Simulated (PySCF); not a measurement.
Molecule: `N#Cc1ccccc1`, C₇H₅N.

Atom-mapped SMILES (the numbers label the heavy atoms): `[N:1]#[C:2][c:3]1[cH:4][cH:5][cH:6][cH:7][cH:8]1`; H(Xn) means a hydrogen on atom n.

Geometry PBE0-D3(BJ)/def2-SVP throughout; GIAO in PySCF 2.14.0 with density-fitted response routines, gas phase, one conformer, non-relativistic; equivalent atoms averaged; functional PBE0.

For orientation, def2-TZVP gives these shifts δ (against NH3, TMS at the same level): N1 310.3, C4/C8 139.2, C6 137.2, C5/C7 133.9, C3 119.6, C2 123.7, H(C4)/H(C8) 7.89, H(C6) 7.74, H(C5)/H(C7) 7.66 ppm.

A run gave: N1 311.7, C4/C8 142.5, C6 140.4, C5/C7 137.1, C3 122.2, C2 125.9, H(C4)/H(C8) 7.90, H(C6) 7.75, H(C5)/H(C7) 7.66 ppm (shifts δ (against NH3, TMS at the same level)).

**Question.** Which basis set was used in that run?
A. 6-31G
B. def2-SVP
C. IGLO-III
D. 6-311+G(2d,p)
E. aug-cc-pVDZ

**Answer.** C. C4/C8 tells them apart best: IGLO-III gives 142.5, def2-SVP gives 132.1, aug-cc-pVDZ gives 132.4, 6-311+G(2d,p) gives 137.6, 6-31G gives 129.8 ppm.
